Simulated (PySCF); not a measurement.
# C4H8F2 ((CH3)2CHCHF2): the cost of one run

Programs: PySCF 2.14.0, with density-fitted response routines of our own. Each step states its level of theory. These are calculated values for one molecule in the gas phase, unless marked as measured. Atoms count from 0, in the outputs and in this text.

**1. Starting geometry**

14 atoms, charge 0, multiplicity 1; geometry from: MMFF94s. The atoms were then displaced at random by about 0.03 Å, so the start is not that level's minimum.

Bonds of the start (Å): C0–C1 1.45, C1–C2 1.56, C1–C3 1.58, C3–F4 1.37, C3–F5 1.42, C0–H6 1.12, C0–H7 1.13, C0–H8 1.14, C1–H9 1.07, C2–H10 1.04, C2–H11 1.09, C2–H12 1.05, C3–H13 0.97.

**2. Geometry optimisation at PBE0-D3(BJ)/def2-SVP**

Job settings and geometry (Å):

```
{"job": {"xc": "PBE0", "basis": "def2-SVP", "d3": "d3bj", "grid": 1, "shake": 0.03, "kind": "geom"}, "charge": 0, "multiplicity": 1}
C     -0.011470     1.384080    -0.130940
C      0.212090    -0.034390    -0.361860
C     -1.131510    -0.815450    -0.543770
C      1.159110    -0.563800     0.788140
F      1.346150    -1.895520     0.542840
F      0.341850    -0.506540     1.948170
H     -0.631020     1.617040     0.767630
H      0.900800     2.053340    -0.070910
H     -0.644910     1.882850    -0.930090
H      0.799680    -0.142460    -1.249970
H     -1.675590    -0.440090    -1.341670
H     -1.680990    -0.730920     0.396900
H     -0.949560    -1.837880    -0.727990
H      1.945940    -0.014080     0.956760
```

Command:

```console
$ OMP_NUM_THREADS=1 python probes_run.py task.json out
```

The driver reads the jobs from task.json and runs them one after another.

Q: Estimate the wall time and peak memory of this first job on 1 thread of Arm Neoverse V1, shared host.

About 42 s, with a peak of 0.49 GiB.
